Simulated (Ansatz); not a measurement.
**Relaxing Ti3W**

Level of theory: DFT PBE, scalar-relativistic, plane waves, PAW in Ansatz.

The start puts Ti3W on the Ni3Sn (D0_19) structure type (P6_3/mmc, No. 194), with W in place of Sn, Ti in place of Ni, at a guessed volume.

The final relaxation ran on this input, with the default PAW datasets:

```yaml
crystal:
  lattice:
    - [5.777087294, 0.0, 0.0]
    - [-2.888543647, 5.0031043565, 0.0]
    - [0.0, 0.0, 4.6702933072]
  atoms:
    - { symbol: Ti, position: [0.830653817, 0.661307634, 0.25] }
    - { symbol: Ti, position: [0.169346183, 0.830653817, 0.75] }
    - { symbol: Ti, position: [0.338692366, 0.169346183, 0.25] }
    - { symbol: Ti, position: [0.169346183, 0.338692366, 0.75] }
    - { symbol: Ti, position: [0.830653817, 0.169346183, 0.25] }
    - { symbol: Ti, position: [0.661307634, 0.830653817, 0.75] }
    - { symbol: W, position: [0.3333333333, 0.6666666667, 0.25] }
    - { symbol: W, position: [0.6666666667, 0.3333333333, 0.75] }
basis:
  ecutwfc: 420
kpoints:
  mp_grid: { grid: [6, 6, 8] }
hamiltonian:
  xc: pbe
scf:
  occupations: { method: gaussian, width: 0.1 }
output:
  forces: true
  stress: true
  eigenvalues: true
relax:
  adjacent_minimum: "off"
  f_tol: 0.01
  max_steps: 80
  cell: { stress_tol: 0.05 }
```

Launched as:

```bash
ansatz run input.yaml --threads 1 --pin off --max-ram 2560MiB --backend cpu --events-out ev --progress --plain --runs-dir out
```

It took 94 s on 1 thread of Arm Neoverse V1 (shared host), peak memory 0.53 GiB.

The program printed at the end:

```
SCF converged after 8 iterations
Free energy (F): -35766.413972 eV
Harris-Foulkes:  -35766.413972 eV  (|F-HF|=7.28e-12)
Internal energy: -35766.341420 eV  (E = F + TS)
E sigma→0 (E₀):  -35766.377696 eV
Entropy (-TS):   -0.072552 eV (-9.069 meV/atom)
Fermi energy:    15.568441 eV
--- Per-component energies (eV) ---
  E_band       = -1129.116925
  E_kinetic    = 2533.145829
  E_local      = -6105.366974  (includes V_loc(G=0)·N_el)
  E_nonlocal   = 51.287417
  E_hartree    = 2437.240344
  E_xc         = -1117.633472
  E_vxc        = -1208.038610  (∫ρ·V_xc dr)
  E_paw        = -23410.355451  (= ΣΔE_a)
  E_vpaw       = -1274.625847  (= ΣTr[D̂ρ^β])
  E_aug_tail   = 0.000572  (compensation charges beyond the density's cutoff)
  E_ewald      = -10154.659685
  E_smearing   = -0.072552  (= −TS)
  E_closure    = 0.000000  (closes the sum)
  Σ components = -35766.413972   (vs F -35766.413972, Δ=0.00e0)
--- Forces (eV/Å), atoms counted from 1 ---
  atom   1  Ti     0.00000000    -0.00209471     0.00000000
  atom   2  Ti     0.00181407    -0.00104736     0.00000000
  atom   3  Ti     0.00181407     0.00104736     0.00000000
  atom   4  Ti     0.00000000     0.00209471     0.00000000
  atom   5  Ti    -0.00181407     0.00104736     0.00000000
  atom   6  Ti    -0.00181407    -0.00104736     0.00000000
  atom   7  W      0.00000000     0.00000000     0.00000000
  atom   8  W      0.00000000     0.00000000     0.00000000
  max |Σ_I F_I| component: 1.13e-17 eV/Å
--- Stress (GPa, compression-positive) ---
        0.004150       0.000000       0.000000
        0.000000       0.004150       0.000000
        0.000000       0.000000       0.015511
  P = ⅓ Tr σ = 0.0079 GPa (0.079 kbar)
--- Relaxed structure (4 steps of the walk, 4 accepted, 1 SCFs on fresh bases) ---
  F+E_penalty+E_count = -35766.41397186 eV   max|allowed force component| = 2.095e-3 eV/Å   (the final SCF, on the basis selected at the relaxed cell)
  cell:  # Å, volume = 134.8187 Å³
    - [5.758476, 0.000000, 0.000000]
    - [-2.879238, 4.986986, 0.000000]
    - [0.000000, 0.000000, 4.694664]
  atoms:
    - { symbol: Ti, position: [0.830636, 0.661273, 0.25] }
    - { symbol: Ti, position: [0.169364, 0.830636, 0.75] }
    - { symbol: Ti, position: [0.338727, 0.169364, 0.25] }
    - { symbol: Ti, position: [0.169364, 0.338727, 0.75] }
    - { symbol: Ti, position: [0.830636, 0.169364, 0.25] }
    - { symbol: Ti, position: [0.661273, 0.830636, 0.75] }
    - { symbol: W, position: [0.333333, 0.666667, 0.25] }
    - { symbol: W, position: [0.666667, 0.333333, 0.75] }
```

Total energies depend on the potentials used, so only differences within one code and one set of settings carry meaning.

The result has space group P6_3/mmc (No. 194). Around Ti lie 8 Ti at 2.83–2.93 Å and 4 W at 2.86–2.88 Å; around W lie 12 Ti at 2.86–2.88 Å.

Against the elements it lies at 0.16 eV/atom. The zero of energy is the elements' standard structures at the same level; no fitted shifts are applied.

For metals, differences of a few meV/atom aren't resolved. Spin–orbit coupling is left out.

Symmetry constrained the relaxation, so the result can be a saddle point.